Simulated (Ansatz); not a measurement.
We consider tetragonal perovskite BaTiO3 (room-temperature form, which distorts further on cooling), described by revPBE (plane waves, PAW; Ansatz, a first-principles code).

Run with plane-wave cutoff 520 eV, 8×8×8 k mesh, Fermi–Dirac smearing 0.01 eV, no spin polarisation, scalar-relativistic PAW data made under PBE.

Properties against volume:

Shape and atoms are relaxed at each volume.

```csv
V (Å³/atom),P (GPa),direct gap at Γ (eV),smallest gap on the k mesh (eV),c (Å)
13.306,3.07,2.390,1.866,4.181
13.583,1.31,2.439,1.856,4.262
13.860,0.00,2.485,1.853,4.353
14.137,-0.86,2.535,1.859,4.459
14.414,-1.29,2.591,1.876,4.582
```

The fundamental gap (1.85 eV at the equilibrium volume, with added k points) lies elsewhere than Γ–Γ.

Note: the relaxation could not lower the start's symmetry, so the cell can be a saddle point above a distorted one; the bulk modulus comes from volumes at which shape and atoms were relaxed.

Spin–orbit coupling is not included.
